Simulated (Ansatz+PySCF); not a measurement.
doublet C₃H₂N: levels of theory in one basis

```json
{"atom": "C", "x (Å)": "0.0000", "y (Å)": "-0.0017", "z (Å)": "-1.0851"}
{"atom": "C", "x (Å)": "0.0000", "y (Å)": "0.1847", "z (Å)": "0.2043"}
{"atom": "C", "x (Å)": "0.0000", "y (Å)": "0.0279", "z (Å)": "1.5302"}
{"atom": "N", "x (Å)": "0.0000", "y (Å)": "-0.0412", "z (Å)": "2.6538"}
{"atom": "H", "x (Å)": "0.0000", "y (Å)": "-1.0025", "z (Å)": "-1.5191"}
{"atom": "H", "x (Å)": "0.0000", "y (Å)": "0.8327", "z (Å)": "-1.7841"}
```

Basis set: cc-pVTZ (spherical functions). Correlated methods keep 4 orbitals frozen. Correlation on ROHF uses semicanonical orbitals with singles. Charge 0, multiplicity 2.

Computed with Ansatz (development build ahead of 0.2.0) and PySCF 2.14.0; each method stands on the lowest determinant of its kind that the runs found.

```tsv
method	E − E(ROHF) (eV)	<S²> of the determinant
ROHF	0.00	0.75
UHF	-0.57	1.24
ROHF-MP2	-17.07	–
ROHF-CCSD(T)	-18.47	–
```

(1) What does UHF-MP2 give on the same scale?

## Answers

(1) -16.23 eV.

Caution for UHF, UHF-MP2: the unrestricted determinant is spin contaminated. Caution for ROHF-MP2, UHF-MP2: forces differ strongly between restricted and unrestricted references.
